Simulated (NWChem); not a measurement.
System meant: B cation, singlet

Input file for NWChem:

```
start job
memory heap 200 mb stack 900 mb global 1100 mb
charge 1
geometry units angstroms noautosym nocenter noautoz
  B      0.000000     0.000000     0.000000
end
basis spherical
  * library def2-svp
end
dft
  xc xtpss03 ctpss03
  iterations 150
end
property
  shielding
end
task dft property
```

End of the output:

```
 Vector    3  Occ=0.000000D+00  E=-4.854842D-01
              MO Center=  1.9D-11,  2.6D-11,  1.7D-11, r^2= 1.2D+00
   Bfn.  Coefficient  Atom+Function         Bfn.  Coefficient  Atom+Function
  ----- ------------  ---------------      ----- ------------  ---------------
     5      0.626382  1 B  py                 6     -0.445841  1 B  pz
     8     -0.244897  1 B  py                 4     -0.205698  1 B  px
     9      0.174311  1 B  pz                 7      0.080422  1 B  px

 Vector    4  Occ=0.000000D+00  E=-4.854842D-01
              MO Center=  3.8D-11,  1.6D-11,  5.9D-12, r^2= 1.2D+00
   Bfn.  Coefficient  Atom+Function         Bfn.  Coefficient  Atom+Function
  ----- ------------  ---------------      ----- ------------  ---------------
     4      0.589531  1 B  px                 6     -0.507689  1 B  pz
     7     -0.230490  1 B  px                 9      0.198492  1 B  pz
     5     -0.167762  1 B  py                 8      0.065590  1 B  py

 Vector    5  Occ=0.000000D+00  E=-4.854842D-01
              MO Center= -2.1D-10, -1.9D-10, -1.8D-10, r^2= 1.2D+00
   Bfn.  Coefficient  Atom+Function         Bfn.  Coefficient  Atom+Function
  ----- ------------  ---------------      ----- ------------  ---------------
     4      0.493539  1 B  px                 5      0.461456  1 B  py
     6      0.420615  1 B  pz                 7     -0.192960  1 B  px
     8     -0.180416  1 B  py                 9     -0.164449  1 B  pz

          -----------------------------------------
          Chemical Shielding Tensors (GIAO, in ppm)
          -----------------------------------------

 ------------------------------------------------------------------------
  xtpss03: d2 not coded                    0
 ------------------------------------------------------------------------
 ------------------------------------------------------------------------
  current input line :
    17: task dft property
 ------------------------------------------------------------------------
 ------------------------------------------------------------------------
 This error has not yet been assigned to a category
 ------------------------------------------------------------------------
 For more information see the NWChem manual at https://nwchemgit.github.io

0: xtpss03: d2 not coded:Received an Error in Communication
```

Problem. Find the fault in this run and fix the input.

Solution. The program stopped with an error. Cause: this functional's second derivatives, which shieldings need, aren't coded here; the fix takes a hybrid GGA instead. This input runs:
```
start job
memory heap 200 mb stack 900 mb global 1100 mb
charge 1
geometry units angstroms noautosym nocenter noautoz
  B      0.000000     0.000000     0.000000
end
basis spherical
  B library def2-svp
end
dft
  xc pbe0
  iterations 150
end
property
  shielding
end
task dft property
```
It converges to -24.26861 Ha (PBE0/def2-SVP, GIAO).
